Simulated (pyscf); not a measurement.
Elementary routes open to HO–Si:–OH [singlet] + HO–SiH₃ in the gas phase (singlet surface):
A. HO–Si(OH)(OH)–SiH₃ (O–Si broken; O–Si, Si–Si formed)
B. O=Si(OH)–O–SiH₃ + H₂ (H–O, H–O broken; O–Si, H–H formed)

PySCF, gas phase, ωB97X-D3(BJ)/def2-SVP geometries.

### Question
Rank the routes by free-energy barrier at 1200 K, lowest first, for ωB97M-D3(BJ)/def2-TZVP energies (ideal gas, 1 atm, RRHO with modes under 100 cm⁻¹ raised to 100, one conformer, R ln 2 for chiral ones without a mode under 150 cm⁻¹).

### Answer
A (2.42 eV), B (4.71 eV)

Route A is the fastest of these, ahead of the next by 2.29 eV. The most stable products are those of B (ΔG = -0.29 eV), whose barrier is 2.29 eV higher: the kinetic and the thermodynamic product differ. At 298 K A is still the fastest. A: On the reactant side the descent ends in a complex, 0.23 eV under the separated species and 0.37 eV under the saddle at ωB97X-D3(BJ)/def2-TZVP. B: On the reactant side the descent ends in an adduct with a O–Si, O–Si contact (not fully relaxed), 0.19 eV under the separated species and 3.10 eV under the saddle at ωB97X-D3(BJ)/def2-TZVP. Only these routes are compared; each barrier is that of the saddle found, and lower ones may exist. One closed-shell reference is unstable to symmetry breaking; treat the single-reference values with care.
